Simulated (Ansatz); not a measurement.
# Ag: from a trial structure to a relaxed crystal

All numbers below come from DFT r2SCAN, scalar-relativistic, plane waves, PAW in Ansatz. Cutoff 500 eV, Γ-centred k mesh, Gaussian smearing, no spin polarisation in the final step.

A relaxed cell is given with its space group left out.

```yaml
crystal:
  lattice:
    - [0.00000, 3.04785, 3.04785]
    - [3.04785, 0.00000, 3.04785]
    - [3.04785, 3.04785, 0.00000]
  atoms:
    - { symbol: Ag, position: [0.50000, 0.50000, 0.50000] }
    - { symbol: Ag, position: [0.75000, 0.75000, 0.75000] }
```

Energies count from the standard state of Ag at the same level.

What space group does it have?

Fd-3m (No. 227). Conventional cell: a = 6.096 Å. Around Ag lie 4 Ag at 2.64 Å.

How far above the standard state of Ag does it lie?

0.87 eV/atom.

Is it a metal?

Yes, bands cross the Fermi level on the 16×16×16 mesh.

The final run used a 16×16×16 mesh on its 2-atom cell and 0.10 eV smearing. The k mesh leaves about 4 meV/atom of noise in metals. The cell came from a trial start, so Ag may not exist in this structure.